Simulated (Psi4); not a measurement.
# DLPNO-CCSD/6-31+G(d) (density fitting, density fitting for correlation, Cartesian functions, pno convergence normal) run of BPH6 (B(PH3)H3)

What is the energy change on altering one bond length of BPH6 (B(PH3)H3) at DLPNO-CCSD/6-31+G* (density fitting, density fitting for correlation, Cartesian functions, pno convergence normal)? 

The calculation is run with Psi4 1.11.

1 further run of the same task is left out (set aside as unsound or not needed).

**1. Starting point**

BPH6: 8 atoms, total charge 0, spin state singlet. SMILES: `[H]B([H])([H])<-P`. Geometry: relaxed at GFN2-xTB.

Bond lengths: B1–P2 1.907 Å, P2–H3 1.387 Å, P2–H4 1.387 Å, P2–H5 1.386 Å, B1–H6 1.192 Å, B1–H7 1.192 Å, B1–H8 1.192 Å. Some angles: B1–P2–H3 120.6°, B1–P2–H4 120.5°, B1–P2–H5 120.9°, P2–B1–H6 104.7°, P2–B1–H7 104.9°, P2–B1–H8 104.7°, H3–P2–H4 96.3°, H3–P2–H5 96.3°, H4–P2–H5 96.3°, H6–B1–H7 113.8°.

**2. The energy at DLPNO-CCSD/6-31+G(d) (density fitting, density fitting for correlation, Cartesian functions, pno convergence normal)**

Contents of bh6p.in:

```
memory 1600 mb

molecule system {
  0 1
  B     -0.004140     0.009780    -1.104760
  P      0.000940    -0.006010     0.801710
  H      0.666740     0.979640     1.514180
  H      0.533980    -1.081780     1.495680
  H     -1.183970     0.064230     1.517500
  H      1.146420    -0.047370    -1.409760
  H     -0.529480     1.037440    -1.400820
  H     -0.630480    -0.955930    -1.413720
  units angstrom
  symmetry c1
  no_reorient
  no_com
}

set {
  scf_type        df
  freeze_core     true
  pno_convergence normal
}

result, w = energy('dlpno-ccsd/6-31+G*', return_wfn=True)
print_variables()
```

Started as:

```console
psi4 -n 1 bh6p.in bh6p.out
```

bh6p.out:

```text
[...]
  Running in c1 symmetry.
[...]
  Nuclear repulsion =   59.968741288132449
[...]
  Multiplicity = 1
[...]
  Nalpha       = 13
  Nbeta        = 13
[...]
    Number of basis functions: 54
[...]
   @DF-RHF iter   1:  -368.75739690088471   -3.93166e-01   6.00496e-03 DIIS/ADIIS
[...]
    Orbital Energies [Eh]
    ---------------------
    Doubly Occupied:
       1A    -79.991530     2A     -7.546768     3A     -7.523722
       4A     -5.441797     5A     -5.441795     6A     -5.440235
       7A     -0.935361     8A     -0.703412     9A     -0.587727
      10A     -0.587644    11A     -0.451533    12A     -0.439334
      13A     -0.439165
[...]
  @DF-RHF Final Energy:  -368.85107754788731
   => Energetics <=
    Nuclear Repulsion Energy =             59.9687412881324491
    One-Electron Energy =                -626.5795880186867635
    Two-Electron Energy =                 197.7597691826669859
    Total Energy =                       -368.8510775478872574
[...]
 Multipole Moments:
 ------------------------------------------------------------------------------------
     Multipole            Electronic (a.u.)      Nuclear  (a.u.)        Total (a.u.)
 ------------------------------------------------------------------------------------
 L = 1.  Multiply by 2.5417464519 to convert [e a0] to [Debye]
 Dipole X            :          0.0101337           -0.0064062            0.0037275
 Dipole Y            :          0.0713346           -0.0850755           -0.0137409
 Dipole Z            :        -11.1116263           12.8594162            1.7477899
 Magnitude           :                                                    1.7478479
[...]
   * WARNING: This answer will likely vary from one obtained by a energy('dlpno-mp2') call
                due to lack of a semi-canonical MP2 prescreening step in DLPNO-MP2, as well
[...]
  @LCCSD iter   9:  -0.242954627279 -3.050e-07  4.235e-07  9.267e-08        0
[...]
  "DLPNO PNO TRUNCATION ERROR"  =>      -0.000110757750
  "DLPNO SC-LMP2 PAIR ENERGY"   =>       0.000000000000
[...]
```

It took 3.3 s on 1 thread of Intel Xeon 6975P-C (Granite Rapids), shared host; peak memory 0.25 GiB.

**3. The distorted shape**

Contents of calc.py:

```python
import psi4

psi4.set_memory('1600 MB')
psi4.set_num_threads(1)
psi4.core.set_output_file('bh6p.out', False)

geom = psi4.geometry("""
0 1
B     -0.00878345     0.02146540    -2.44797201
P      0.00177634    -0.01135725     1.51501233
H      1.25995600     1.85125130     2.86138550
H      1.00907596    -2.04426793     2.82642557
H     -2.23737904     0.12137711     2.86765939
H      2.16545984    -0.08653245    -3.02433848
H     -1.00153217     1.96346135    -3.00744433
H     -1.19239451    -1.80346202    -3.03182179
units bohr
symmetry c1
no_reorient
no_com
""")

psi4.set_options({
    'scf_type': 'df',
    'freeze_core': True,
    'pno_convergence': 'normal',
})

e = psi4.energy("dlpno-ccsd/6-31+G*")
print(f'dlpno-ccsd/6-31+G* energy: {e:.10f} Eh')
for k, v in sorted(psi4.core.scalar_variables().items()):
    print(f'{k:45s} {v:18.10f}')
```

Started as:

```console
python calc.py
```

bh6p.out:

```text
[...]
  Running in c1 symmetry.
[...]
  Nuclear repulsion =   57.235861493434911
[...]
  Multiplicity = 1
[...]
  Nalpha       = 13
  Nbeta        = 13
[...]
    Number of basis functions: 54
[...]
   @DF-RHF iter   1:  -368.76275099219708   -5.64936e-01   5.62486e-03 ADIIS/DIIS
[...]
    Orbital Energies [Eh]
    ---------------------
    Doubly Occupied:
       1A    -79.989706     2A     -7.544250     3A     -7.539510
       4A     -5.439279     5A     -5.439277     6A     -5.437520
       7A     -0.924779     8A     -0.690644     9A     -0.583474
      10A     -0.583399    11A     -0.446368    12A     -0.439839
      13A     -0.439668
[...]
  @DF-RHF Final Energy:  -368.85225173063390
   => Energetics <=
    Nuclear Repulsion Energy =             57.2358614934349106
    One-Electron Energy =                -621.1808029048847857
    Two-Electron Energy =                 195.0926896808160222
    Total Energy =                       -368.8522517306338955
[...]
 Multipole Moments:
 ------------------------------------------------------------------------------------
     Multipole            Electronic (a.u.)      Nuclear  (a.u.)        Total (a.u.)
 ------------------------------------------------------------------------------------
 L = 1.  Multiply by 2.5417464519 to convert [e a0] to [Debye]
 Dipole X            :          0.0181220           -0.0140861            0.0040360
 Dipole Y            :          0.0474294           -0.0612044           -0.0137750
 Dipole Z            :         -8.2306149            9.9771908            1.7465759
 Magnitude           :                                                    1.7466349
[...]
   * WARNING: This answer will likely vary from one obtained by a energy('dlpno-mp2') call
                due to lack of a semi-canonical MP2 prescreening step in DLPNO-MP2, as well
[...]
  @LCCSD iter   9:  -0.239542216669 -2.272e-07  3.640e-07  8.370e-08        0
[...]
```

The script printed:

```text
dlpno-ccsd/6-31+G* energy: -369.0918818594 Eh
CC T1 DIAGNOSTIC                                    0.0124310491
CCSD CORRELATION ENERGY                            -0.2396301287
CCSD TOTAL ENERGY                                -369.0918818594
CURRENT CORRELATION ENERGY                         -0.2396301287
CURRENT ENERGY                                   -369.0918818594
CURRENT REFERENCE ENERGY                         -368.8522517306
DD SOLVATION ENERGY                                 0.0000000000
DLPNO DIPOLE ENERGY                                 0.0000000000
DLPNO LMP2 WEAK PAIR ENERGY                         0.0000000000
DLPNO PNO TRUNCATION ERROR                         -0.0000879121
DLPNO SC-LMP2 PAIR ENERGY                           0.0000000000
HF KINETIC ENERGY                                 368.8255317162
HF POTENTIAL ENERGY                              -737.6777834468
HF TOTAL ENERGY                                  -368.8522517306
HF VIRIAL RATIO                                     2.0000724462
MP2 CORRELATION ENERGY                             -0.1982928727
MP2 TOTAL ENERGY                                 -369.0505446034
NUCLEAR REPULSION ENERGY                           57.2358614934
ONE-ELECTRON ENERGY                              -621.1808029049
PCM POLARIZATION ENERGY                             0.0000000000
PE ENERGY                                           0.0000000000
SCF ITERATION ENERGY                             -368.8522517306
SCF ITERATIONS                                     10.0000000000
SCF TOTAL ENERGY                                 -368.8522517306
TWO-ELECTRON ENERGY                               195.0926896808
```

Wall time 3.3 s (1 thread of Intel Xeon 6975P-C (Granite Rapids), shared host); peak memory 0.25 GiB.

**4. Outcome**

At DLPNO-CCSD/6-31+G* (density fitting, density fitting for correlation, Cartesian functions, pno convergence normal), 6 core orbitals frozen:

| quantity | value |
| --- | --- |
| first shape: total energy | -369.09414 Eh |
| first shape: HOMO energy (Hartree–Fock orbitals) | -11.95 eV |
| first shape: LUMO energy (Hartree–Fock orbitals) | 1.20 eV |
| first shape: HOMO–LUMO gap (Hartree–Fock orbitals) | 13.15 eV |
| first shape: correlation energy (6 core orbitals frozen) | -243.1 mEh |
| first shape: T1 diagnostic | 0.013 |
| distorted shape: total energy | -369.09188 Eh |
| distorted shape: HOMO energy (Hartree–Fock orbitals) | -11.96 eV |
| distorted shape: LUMO energy (Hartree–Fock orbitals) | 1.23 eV |
| distorted shape: HOMO–LUMO gap (Hartree–Fock orbitals) | 13.19 eV |
| distorted shape: correlation energy (6 core orbitals frozen) | -239.6 mEh |
| distorted shape: T1 diagnostic | 0.012 |
| energy change with the B1–P2 bond stretched from 1.907 to 2.097 Å | 0.062 eV |

**Reading.** With the B1–P2 bond stretched from 1.907 to 2.097 Å the energy rises by 0.06 eV (5.9 kJ/mol). The first shape isn't relaxed at this level, so the change isn't measured from a minimum.
